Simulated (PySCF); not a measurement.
water (H₂O), SMILES O.

The structure is a stationary point at B3LYP-D3(BJ)/def2-TZVPD.

Computed with CAM-B3LYP/def2-TZVPD run with PySCF.

Isolated molecule, no solvent.

- total energy = -76.43870 hartree
- point group = C2v
- highest occupied level = -10.68 eV
- lowest empty level = 0.65 eV
- orbital gap = 11.33 eV
- dipole moment = 1.89 D
- quadrupole, principal values (traceless, Buckingham form, about the centre of nuclear charge) = -2.43, -0.32, 2.75 D·Å
- mean static polarisability = 9.7 bohr³ (1.44 Å³)
- polarisability, principal values = 9.4, 9.6, 10.1 bohr³
